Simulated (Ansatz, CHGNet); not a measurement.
## Zinc-blende CuI, zone-centre TO phonon frequency

Reference value: 132 cm⁻¹ (measured, 9 K, not corrected to a static lattice, Raman; as tabulated in arXiv:2305.18931).

Problem. Put these levels in order of the zone-centre TO phonon frequency that they give for zinc-blende CuI, smallest first: CHGNet-r²SCAN (CHGNet), LDA (Ansatz, an electronic-structure program), PBE (Ansatz).

Solution. CHGNet-r²SCAN (79 cm⁻¹), PBE (123 cm⁻¹), LDA (156 cm⁻¹)

Unless a cell is named, each level is at its own relaxed cell (CHGNet-r²SCAN 27.21, LDA 25.18, PBE 28.08 Å³/atom).

Differences against the reference: CHGNet-r²SCAN -40 %, LDA +18.2 %, PBE -6.8 %.

The measured value isn't corrected to a static lattice, so vibrations enter the comparison.  Each level is taken at its own relaxed cell. Ansatz's density-functional and Hartree–Fock values are scalar-relativistic unless marked +SOC, with PAW data made under PBE.

Machine-learned potentials (CHGNet-r²SCAN) are trained on DFT data, which may include these solids.

Differences are worked out from the printed values.
